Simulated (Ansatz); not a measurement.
Two-coordinate energy map

C2H6 (SMILES CC), closed shell, PBE0-D4/def2-TZVP minimum:

```
8
angstrom
C -0.3268 0.1322 -0.6725
C 0.3268 -0.1322 0.6725
H 0.0705 -0.5296 -1.4459
H -1.4071 -0.0257 -0.6290
H -0.1586 1.1602 -1.0024
H -0.0704 0.5296 1.4459
H 1.4071 0.0256 0.6289
H 0.1585 -1.1601 1.0025
```

Rows set the angle H6–C2–H7 (°; 107.5 at the minimum), columns the dihedral angle H3–C1–C2–H6 (°; 180.0), set in this order; the parts move rigidly, in a bend the first-named atom's side turns in the plane, and in a torsion the whole end group turns. CCSD(T) energies count from the value at that structure, in kcal/mol. Ansatz 0.2.0; basis: def2-TZVPP; cores frozen in the correlated methods.

```json
{"H6–C2–H7 \\ H3–C1–C2–H6": "89.5", "-170.1": "7.14", "-153.0": "8.29", "-135.8": "8.97", "-118.7": "?", "-101.5": "7.57", "-84.4": "6.58", "-67.3": "6.38"}
{"H6–C2–H7 \\ H3–C1–C2–H6": "95.5", "-170.1": "3.38", "-153.0": "4.54", "-135.8": "5.46", "-118.7": "5.41", "-101.5": "4.44", "-84.4": "3.29", "-67.3": "2.83"}
{"H6–C2–H7 \\ H3–C1–C2–H6": "101.5", "-170.1": "1.06", "-153.0": "2.18", "-135.8": "3.29", "-118.7": "3.52", "-101.5": "2.69", "-84.4": "1.45", "-67.3": "0.74"}
{"H6–C2–H7 \\ H3–C1–C2–H6": "107.5", "-170.1": "0.19", "-153.0": "1.23", "-135.8": "2.48", "-118.7": "?", "-101.5": "2.31", "-84.4": "1.04", "-67.3": "0.11"}
{"H6–C2–H7 \\ H3–C1–C2–H6": "113.5", "-170.1": "0.77", "-153.0": "1.71", "-135.8": "3.05", "-118.7": "3.78", "-101.5": "3.32", "-84.4": "2.05", "-67.3": "0.92"}
{"H6–C2–H7 \\ H3–C1–C2–H6": "119.5", "-170.1": "2.81", "-153.0": "3.61", "-135.8": "5.02", "-118.7": "?", "-101.5": "5.71", "-84.4": "4.47", "-67.3": "3.19"}
{"H6–C2–H7 \\ H3–C1–C2–H6": "125.5", "-170.1": "6.29", "-153.0": "6.95", "-135.8": "8.41", "-118.7": "9.55", "-101.5": "9.50", "-84.4": "8.31", "-67.3": "6.89"}
```

Fill in the withheld cells. (To be estimated.)

The calculation gives: (89.5, -118.7): 8.64; (107.5, -118.7): 2.96; (119.5, -118.7): 5.97 kcal/mol. These count from the CCSD(T) energy at the PBE0-D4 minimum.

The same grid for a cheaper method: r2SCAN-D4 − CCSD(T), both counted from the minimum, in kcal/mol:
```tsv
H6–C2–H7 \ H3–C1–C2–H6	-170.1	-153.0	-135.8	-118.7	-101.5	-84.4	-67.3
89.5	-0.13	-0.12	-0.12	-0.12	-0.13	-0.14	-0.14
95.5	-0.07	-0.05	-0.05	-0.05	-0.06	-0.07	-0.08
101.5	-0.02	-0.01	0.00	0.00	0.00	-0.02	-0.03
107.5	0.01	0.03	0.04	0.04	0.04	0.02	0.00
113.5	0.02	0.04	0.06	0.07	0.06	0.05	0.02
119.5	0.01	0.03	0.05	0.06	0.06	0.05	0.02
125.5	-0.02	0.00	0.02	0.03	0.03	0.02	-0.01
```

No T1 diagnostic of these runs exceeds 0.008.

For scale, one of the runs: CCSD(T)/def2-TZVPP, 146 basis functions (an equivalent command: `ansatz run in.yaml --threads 2`). Hardware: 2 CPU threads, shared host. Wall time 9 s; peak host memory 0.9 GiB.
